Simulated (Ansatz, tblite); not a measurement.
Removing an electron: Si(vinyl)H3 (C2H6Si). Charge 0, multiplicity 1. Geometry: PBE-D4/def2-TZVP. Ansatz, gas phase; energy differences of separate SCF runs; the oxidised species was run as a doublet alone.

```
atom    x (Å)    y (Å)    z (Å)
 Si1  -1.1582   0.0811   0.5728
  C2   0.2347  -0.3558  -0.5927
  C3   1.4878   0.0975  -0.4505
  H4   0.0170  -1.0175  -1.4400
  H5   1.7698   0.7604   0.3726
  H6   2.2876  -0.1709  -1.1470
  H7  -0.6330   0.9710   1.6545
  H8  -1.7457  -1.1520   1.1868
  H9  -2.2601   0.7862  -0.1564
```

The xTB rows come from tblite.

```csv
level,−HOMO (eV),vertical IE (eV),−LUMO (eV),HOMO–LUMO gap (eV)
GFN1-xTB,12.14,15.08,7.65,4.48
GFN2-xTB,10.86,13.93,6.40,4.46
PBE-D4/def2-TZVP,6.86,10.04,1.55,5.31
r2SCAN-D4/def2-TZVP,7.08,10.03,1.34,5.74
PBE0-D4/def2-TZVP,7.97,10.14,0.53,7.44
```

Relaxing the oxidised species (PBE-D4/def2-TZVP) changes its energy by -0.40 eV at PBE-D4/def2-TZVP, so the adiabatic ionisation energy to this nearest minimum is 9.64 eV. At PBE0-D4/def2-TZVP it is 9.74 eV.   Raw xTB energy differences between charge states are shifted by several eV; the methods need an empirical correction for them.
